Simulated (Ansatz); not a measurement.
fcc Rh, treated with PBEsol (plane waves, PAW; Ansatz, a program for electronic structure).

Run with plane-wave cutoff 500 eV, 14×10×1 k mesh (along the axes of the cell as run), Fermi–Dirac smearing 0.1 eV, scalar-relativistic PAW data made under PBE.

Task: Estimate the surface energy of the (310) face and work function of the (310) face that the calculation returns.

Result: 
* **surface energy of the (310) face**: 3.04 J/m²
* **work function of the (310) face**: 4.84 eV

The slab of 20 atoms is relaxed and unreconstructed.

Computed values are for the static lattice.

It cost roughly 100 core-minutes of CPU time.
